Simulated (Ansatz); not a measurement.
Basis-set extrapolation for `CC(=O)S` (PBE0-D4/def2-TZVP geometry, frozen core, Ansatz). Multiplicity 1, RHF reference.

```json
{"": "HF", "def2-TZVPP": "-550.536573", "def2-QZVPP": "-550.554829"}
{"": "MP2 correlation", "def2-TZVPP": "-0.738716", "def2-QZVPP": "-0.794218"}
{"": "CCSD(T) correlation", "def2-TZVPP": "-0.804131", "def2-QZVPP": "not run"}
```

Energies in hartree. Use E(X) = E(∞) + A·exp(−7.88·√X) for Hartree–Fock and E(X) = E(∞) + B·X^(−2.97) for correlation, with X = 3 and 4, and add CCSD(T) minus MP2 of the smaller set to the MP2 limit.

Question: What is the CCSD(T) energy at the basis-set limit?

Answer: HF limit: -550.554829 + (-0.018256) × 0.13774 = -550.55734. MP2 limit: -0.794218 + (-0.055502) × 0.74074 = -0.83533. Higher-order term: -0.804131 − (-0.738716) = -0.06542. Total: -551.45809 hartree, 308.2 kJ/mol below CCSD(T)/def2-TZVPP.
